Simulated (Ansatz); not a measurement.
Basis-set series for `O=C1OCO1`. The species carries charge 0 and has multiplicity 1. The geometry is a stationary point of PBE0-D4/def2-TZVP.

| functional | basis | functions | energy (Eh) | HOMO (eV) | LUMO (eV) |
| --- | --- | --- | --- | --- | --- |
| PBE0-D4 | def2-SVP | 80 | -302.52463 | -9.21 | 0.88 |
| PBE0-D4 | def2-TZVPP | 183 | -302.87933 | -9.32 | 0.75 |
| ωB97M-V | def2-SVP | 80 | -302.75403 | -11.51 | 3.29 |
| ωB97M-V | def2-TZVPP | 183 | -303.11769 | -11.64 | 2.67 |

**Question.** Give the rows for def2-QZVPP. (Best estimate.)

**Answer.** Computed: 
```tsv
functional	basis	functions	energy (Eh)	HOMO (eV)	LUMO (eV)
PBE0-D4	def2-QZVPP	345	-302.89510	-9.36	0.58
ωB97M-V	def2-QZVPP	345	-303.13259	-11.68	1.65
```

Positive LUMOs are unbound and depend on the basis.
